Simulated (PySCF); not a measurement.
Process, species as SMILES: FCF + 2 [H][H] (H2) → C (CH4) + 2 F (HF)
B3LYP-D3(BJ)/def2-TZVP geometries, fixed; electronic energies without zero-point terms.

Effect of the SCF energy threshold at r2SCAN/aug-cc-pVTZ with PySCF, against the last row, where the energy of full hydrogenation is -42.38 kcal/mol.

| setting | SCF cycles, largest species | largest shift of a total energy (mEh) | shift of the energy of full hydrogenation (kcal/mol) |
|---|---|---|---|
| conv_tol: 1e-4 | 5 | 0.005 | 0.004 |
| conv_tol: 1e-5 | 6 | 0.001 | 0.001 |
| conv_tol: 1e-6 | 7 | 0.000 | 0.000 |
| conv_tol: 1e-7 | 7 | 0.000 | 0.000 |
| conv_tol: 1e-11 | 10 | 0.000 | 0.000 |

Within 0.02 kcal/mol in the energy of full hydrogenation: conv_tol: 1e-4; conv_tol: 1e-5; conv_tol: 1e-6; conv_tol: 1e-7. The largest shift is 0.005 mEh in a total energy and 0.004 kcal/mol in the difference.
